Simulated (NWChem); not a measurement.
O anion, doublet

Program: NWChem. Spin-unrestricted. The open p shell is one determinant without spherical averaging. Sets without diffuse functions describe the anion's extra electron poorly. No stability test was run on the SCF state. The highest occupied level is positive in some or all of these runs, so the extra electron may be held by the finite basis. Total energies compare along this basis series because the functional is fixed.

```tsv
level	basis functions	energy (Ha)	highest occupied level (eV)	lowest empty minus highest occupied level, either spin (eV)	<S²>
UHF/pcseg-1	14	-74.7184	-0.89	15.93	0.753
UHF/aug-pcseg-1	23	-74.7494	-2.19	11.41	0.768
UHF/pcseg-2	30	-74.7840	-1.90	14.52	0.757
UHF/STO-3G	5	-73.4269	10.27	20.08	0.750
UHF/def2-SVP	14	-74.6544	-0.27	16.44	0.753
```
